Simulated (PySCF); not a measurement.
Isomers of C5H9F.

All values: CAM-B3LYP/def2-SVPD (PySCF) at GFN2-xTB geometries, gas phase, one conformer each. Core orbitals are frozen in the response; Δα² is half the sum of the squared differences of the principal polarisabilities.

(1) Rank by HOMO–LUMO gap, lowest first.
A. `[CH3:1]/[CH:2]=[CH:3]\[C@H:4]([CH3:5])[F:6]` with C2–C3–C4–C5 -85°
B. `[F:1][CH:2]1[CH2:3][CH2:4][CH2:5][CH2:6]1` with F1–C2–C3–C4 124°, C2–C3–C4–C5 -29°, C3–C4–C5–C6 41°, C4–C5–C6–C2 -37°
C. `[CH3:1]/[CH:2]=[C:3](\[F:4])[CH2:5][CH3:6]` with C2–C3–C5–C6 108°
D. `[CH3:1][CH2:2][C:3]1([F:4])[CH2:5][CH2:6]1` with C1–C2–C3–F4 -67°
E. `[CH2:1]=[CH:2][C@H:3]([CH3:4])[CH2:5][F:6]` with C1–C2–C3–C4 -117°, C2–C3–C5–F6 61°
F. `[CH2:1]=[C:2]([CH3:3])[CH2:4][CH2:5][F:6]` with C1–C2–C4–C5 -93°, C2–C4–C5–F6 -71°

(2) Rank by HOMO energy, highest first.
A. `[CH3:1][CH2:2][C:3]1([F:4])[CH2:5][CH2:6]1` with C1–C2–C3–F4 -67°
B. `CC(C)=C(C)F`
C. `[F:1][CH:2]1[CH2:3][CH2:4][CH2:5][CH2:6]1` with F1–C2–C3–C4 124°, C2–C3–C4–C5 -29°, C3–C4–C5–C6 41°, C4–C5–C6–C2 -37°
D. `[CH3:1]/[CH:2]=[CH:3]\[C@H:4]([CH3:5])[F:6]` with C2–C3–C4–C5 -85°
E. `[CH3:1]/[CH:2]=[C:3](\[CH3:4])[CH2:5][F:6]` with C2–C3–C5–F6 0°
F. `[CH2:1]=[CH:2][C@H:3]([CH3:4])[CH2:5][F:6]` with C1–C2–C3–C4 -117°, C2–C3–C5–F6 61°

(3) Rank by mean static polarisability, lowest first.
A. `[CH2:1]=[C:2]([CH3:3])[CH2:4][CH2:5][F:6]` with C1–C2–C4–C5 -93°, C2–C4–C5–F6 -71°
B. `[F:1][CH:2]1[CH2:3][CH2:4][CH2:5][CH2:6]1` with F1–C2–C3–C4 124°, C2–C3–C4–C5 -29°, C3–C4–C5–C6 41°, C4–C5–C6–C2 -37°
C. `[CH3:1][CH2:2][C:3]1([F:4])[CH2:5][CH2:6]1` with C1–C2–C3–F4 -67°

Results:

(1) C (9.57 eV), F (9.75 eV), A (9.91 eV), E (10.30 eV), D (10.70 eV), B (11.75 eV).

(2) B (-7.96 eV), E (-8.28 eV), D (-8.71 eV), F (-8.98 eV), A (-9.32 eV), C (-10.41 eV).

(3) B (8.50 Å³), C (8.73 Å³), A (9.24 Å³).

All values together:

```json
{"SMILES": "C=C(C)CCF", "μ (D)": "1.46", "HOMO (eV)": "-8.56", "LUMO (eV)": "1.18", "α (Å³)": "9.24", "Δα (Å³)": "2.58"}
{"SMILES": "CCC1(F)CC1", "μ (D)": "1.83", "HOMO (eV)": "-9.32", "LUMO (eV)": "1.37", "α (Å³)": "8.73", "Δα (Å³)": "1.60"}
{"SMILES": "C/C=C/[C@@H](C)F", "μ (D)": "1.80", "HOMO (eV)": "-8.58", "LUMO (eV)": "1.33", "α (Å³)": "9.44", "Δα (Å³)": "4.06"}
{"SMILES": "C/C=C\\[C@H](C)F", "μ (D)": "2.35", "HOMO (eV)": "-8.71", "LUMO (eV)": "1.20", "α (Å³)": "9.28", "Δα (Å³)": "3.37"}
{"SMILES": "C/C=C(\\C)CF", "μ (D)": "1.96", "HOMO (eV)": "-8.28", "LUMO (eV)": "1.28", "α (Å³)": "9.39", "Δα (Å³)": "3.97"}
{"SMILES": "C=C[C@H](C)CF", "μ (D)": "1.73", "HOMO (eV)": "-8.98", "LUMO (eV)": "1.32", "α (Å³)": "9.28", "Δα (Å³)": "2.84"}
{"SMILES": "FC1CCCC1", "μ (D)": "2.00", "HOMO (eV)": "-10.41", "LUMO (eV)": "1.34", "α (Å³)": "8.50", "Δα (Å³)": "0.96"}
{"SMILES": "C/C=C(\\F)CC", "μ (D)": "1.55", "HOMO (eV)": "-8.29", "LUMO (eV)": "1.28", "α (Å³)": "9.41", "Δα (Å³)": "4.10"}
{"SMILES": "C/C=C(/C)CF", "μ (D)": "2.03", "HOMO (eV)": "-8.50", "LUMO (eV)": "1.22", "α (Å³)": "9.41", "Δα (Å³)": "3.96"}
{"SMILES": "CC(C)=CCF", "μ (D)": "2.44", "HOMO (eV)": "-8.30", "LUMO (eV)": "1.22", "α (Å³)": "9.31", "Δα (Å³)": "3.77"}
{"SMILES": "CC(C)=C(C)F", "μ (D)": "1.80", "HOMO (eV)": "-7.96", "LUMO (eV)": "1.24", "α (Å³)": "9.36", "Δα (Å³)": "3.93"}
```

Conformers: `[CH2:1]=[C:2]([CH3:3])[CH2:4][CH2:5][F:6]` with C1–C2–C4–C5 -93°, C2–C4–C5–F6 -71°; `[CH3:1][CH2:2][C:3]1([F:4])[CH2:5][CH2:6]1` with C1–C2–C3–F4 -67°; `[CH3:1]/[CH:2]=[CH:3]/[C@@H:4]([CH3:5])[F:6]` with C2–C3–C4–C5 -112°; `[CH3:1]/[CH:2]=[CH:3]\[C@H:4]([CH3:5])[F:6]` with C2–C3–C4–C5 -85°; `[CH3:1]/[CH:2]=[C:3](\[CH3:4])[CH2:5][F:6]` with C2–C3–C5–F6 0°; `[CH2:1]=[CH:2][C@H:3]([CH3:4])[CH2:5][F:6]` with C1–C2–C3–C4 -117°, C2–C3–C5–F6 61°; `[F:1][CH:2]1[CH2:3][CH2:4][CH2:5][CH2:6]1` with F1–C2–C3–C4 124°, C2–C3–C4–C5 -29°, C3–C4–C5–C6 41°, C4–C5–C6–C2 -37°; `[CH3:1]/[CH:2]=[C:3](\[F:4])[CH2:5][CH3:6]` with C2–C3–C5–C6 108°; `[CH3:1]/[CH:2]=[C:3](/[CH3:4])[CH2:5][F:6]` with C2–C3–C5–F6 128°; `[CH3:1][C:2]([CH3:3])=[CH:4][CH2:5][F:6]` with C2–C4–C5–F6 -178°.
